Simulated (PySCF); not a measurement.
# F: electron affinity

F⁻ [Ne] (1S) → F [He] 2s2 2p5 (2P), as a difference of total energies. Computed with PySCF 2.14 in x2c-QZVPPall with one added diffuse shell each of s, p, d, f type (8s5p4d3f1g, 73 functions), with the spin-free X2C one-electron Hamiltonian (Gaussian nucleus). Correlated levels: valence and next inner shell: nothing frozen. The calculations carry no spin-orbit coupling.

Q: Order these methods by the electron affinity they give, lowest first.
A. SCS-MP2 (valence and next inner shell)
B. CCSD (valence and next inner shell)
C. MP2 (valence and next inner shell)
D. CCSD(T) (valence and next inner shell)

A: B (3.174 eV), D (3.347 eV), A (3.497 eV), C (3.681 eV).

A first-order spin-orbit estimate (lowest level to lowest level, LS coupling) adds -0.018 eV.

Errors of the correlated levels include the incompleteness of this basis.

For comparison: 3.401 eV (measured; photodetachment measurements, as compiled on the Wikipedia data page of electron affinities).
